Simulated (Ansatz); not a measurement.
Ansatz (a quantum-chemistry and plane-wave program) input:

Ansatz 0.2 input:
```yaml
crystal:
  periodic: [false, false, false]
  atoms:
    - {symbol: Si, position_ang: [0.27881368, 0.28276390, 0.29376548]}
    - {symbol: F, position_ang: [-0.69182651, -0.70665093, 1.07418882]}
    - {symbol: F, position_ang: [-0.68622644, 1.12073699, -0.65305806]}
    - {symbol: F, position_ang: [1.08885431, -0.66012474, -0.69855859]}
basis:
  gaussian:
    orbitals: def2-TZVP
hamiltonian:
  xc: b3lyp
  dispersion: d3bj
magnetization: {spin_polarized: true, initial_magnetization: 1}
relax: {f_tol: 0.002, max_steps: 150}
```

Problem. Which total energy does the run end on?

Solution. -589.33615 Eh (B3LYP-D3(BJ)/def2-TZVP). The basis has 130 functions.

It need not be the lowest isomer of its formula.
